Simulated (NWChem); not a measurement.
**C4H4O (furan): HF/def2-SVPD**

Aim: the vertical ionisation energy of C4H4O (furan) at HF/def2-SVPD, from 2 runs. 

The calculation is run with NWChem 7.3.0.

## 1. The system as given

C4H4O: 9 atoms, total charge 0, spin state singlet. As SMILES, `c1ccoc1`. The coordinates come from a PBE0-D4/def2-TZVP relaxation.

Bond lengths: C1–C2 1.427 Å, C2–C3 1.353 Å, C3–O4 1.351 Å, C1–C5 1.353 Å, O4–C5 1.351 Å, C1–H6 1.078 Å, C2–H7 1.078 Å, C3–H8 1.077 Å, C5–H9 1.077 Å. Some angles: C1–C2–C3 106.0°, C2–C1–C5 106.0°, C2–C3–O4 110.5°, C3–O4–C5 107.0°, C1–C5–O4 110.5°, C1–C2–H7 127.6°, C3–C2–H7 126.5°, C2–C1–H6 127.6°, C5–C1–H6 126.5°, C2–C3–H8 133.4°.

## 2. A single-point energy at HF/def2-SVPD

nw.nw

```
start nw
memory stack 880 mb heap 220 mb global 1100 mb
geometry units angstroms noautosym nocenter noautoz
 C      0.281100     0.977400    -0.084000
 C      0.817600    -0.248800    -0.579600
 C     -0.000500    -1.224800    -0.122600
 O     -1.001000    -0.697400     0.616400
 C     -0.817300     0.641100     0.630900
 H      0.663600     1.973100    -0.240900
 H      1.694300    -0.382300    -1.192800
 H     -0.006600    -2.296600    -0.230700
 H     -1.542600     1.212000     1.186300
end
basis spherical bse
 * library def2-SVPD
end
scf
 nopen 0
 rhf
 thresh 1e-08
 maxiter 80
 print low
end
task scf energy
```

Launch:

```
nwchem nw.nw > nw.out
```

Output, shortened:

```text
[...]
  functions       =   135
[...]
  wavefunction    = RHF
[...]
         Total SCF energy =   -228.463432316749
      One-electron energy =   -630.059982944905
      Two-electron energy =    239.804895015465
 Nuclear repulsion energy =    161.791655612691
        Time for solution =     28.2s
 Task  times  cpu:       28.5s     wall:       28.5s
[...]
```

Wall time 29 s (1 thread of AMD EPYC 9R45 (Zen 5), shared host); peak memory 0.1 GiB.

## 3. The doublet cation, same level

nw.nw

```
start nw
memory stack 880 mb heap 220 mb global 1100 mb
charge 1
geometry units angstrom noautosym nocenter noautoz
  C      0.281100     0.977400    -0.084000
  C      0.817600    -0.248800    -0.579600
  C     -0.000500    -1.224800    -0.122600
  O     -1.001000    -0.697400     0.616400
  C     -0.817300     0.641100     0.630900
  H      0.663600     1.973100    -0.240900
  H      1.694300    -0.382300    -1.192800
  H     -0.006600    -2.296600    -0.230700
  H     -1.542600     1.212000     1.186300
end
basis spherical bse
  * library def2-SVPD
end
scf
  doublet
  uhf
  thresh 1e-08
  maxiter 80
  noprint "final vectors analysis"
end
task scf energy
```

Launch:

```
nwchem nw.nw > nw.out
```

Output, shortened:

```text
[...]
  functions       =   135
[...]
  wavefunction    = UHF
[...]
         Total SCF energy =   -228.182801928320
      One electron energy =   -620.689920543462
      Two electron energy =    230.715463002451
 Nuclear repulsion energy =    161.791655612691
                       Sz =      0.5000
                 Sz(Sz+1) =      0.7500
                      S^2 =      0.8085
[...]
```

Run time: 67 s. Hardware: 1 thread of AMD EPYC 9R45 (Zen 5), shared host; peak memory 0.1 GiB.

## 4. What came out

At HF/def2-SVPD:

| quantity | value |
| --- | --- |
| singlet C4H4O: total energy | -228.46343 Eh |
| doublet cation: total energy | -228.18280 Eh |
| doublet cation: ⟨S²⟩ | 0.808 |
| vertical ionisation energy (to the doublet cation) | 7.636 eV |

**Reading.** Removing an electron at fixed nuclei costs 7.64 eV (737 kJ/mol).
